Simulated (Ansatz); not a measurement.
# MgNH3 (triplet): wave-function methods side by side, def2-TZVPP

One table from this session's results is given with a row withheld; the runs are named, their logs left out.

Program: Ansatz 0.2.0, Gaussian basis. Level of theory: def2-TZVPP, core rule «outside noble gas», up to 6 orbitals frozen. These are calculated values, not measurements.

To be run: UHF; ROHF; CCSD(T) on UHF.

2 further runs of the same task are left out: 2 set aside as unsound or not needed.

## The system

The geometry is a PBE0/def2-TZVP stationary point (not a proven minimum) of the parent state, kept for this charge and spin.

5 atoms, charge 0, spin multiplicity 3.

Atoms are counted from 1 here; the program's logs count them from 0.

Bond lengths: N1–Mg2 1.889 Å, N1–H3 1.009 Å, N1–H4 1.009 Å, Mg2–H5 1.699 Å. Angles: Mg2–N1–H3 126.6°, Mg2–N1–H4 126.6°, H3–N1–H4 106.9°, N1–Mg2–H5 180.0°.

Coordinates:

```csv
atom,x (Å),y (Å),z (Å)
N1,0.00000,0.00000,1.16866
Mg2,0.00000,0.00000,-0.71997
H3,0.00000,0.81072,1.76997
H4,0.00000,-0.81072,1.76997
H5,0.00000,0.00000,-2.41905
```

The first run:

in.yaml reads:

```yaml
crystal:
  periodic: [false, false, false]
  atoms:
    - {symbol: N, position_ang: [0.000000, 0.000000, 1.168661]}
    - {symbol: Mg, position_ang: [0.000000, 0.000000, -0.719971]}
    - {symbol: H, position_ang: [0.000000, 0.810724, 1.769973]}
    - {symbol: H, position_ang: [0.000000, -0.810724, 1.769973]}
    - {symbol: H, position_ang: [0.000000, 0.000000, -2.419045]}
basis:
  gaussian: {orbitals: def2-TZVPP}
magnetization: {spin_polarized: true, initial_magnetization: 2}
hamiltonian: {xc: hf}
output: {orbitals: {seedname: orbitals}}
```

Launch:

```console
$ ansatz run in.yaml --threads 1 --pin off --events-out ev --progress --plain --max-ram 4096MiB --backend cpu
```

Among the steps run: UHF; ROHF; CCSD(T) on UHF.

One table of the session follows, with a row left open; its other results are not shown here.

| method | from UCCSD(T) (kJ/mol) |
| --- | --- |
| ROHF | ? |
| UHF | +674.5 |
| UMP2 | +90.0 |
| UCCSD | +18.6 |
| UCCSD(T) | 0 |

Estimate the missing values for ROHF.

**Answer.** from UCCSD(T) (kJ/mol): +689.1. In the column «from UCCSD(T) (kJ/mol)» it is the highest.
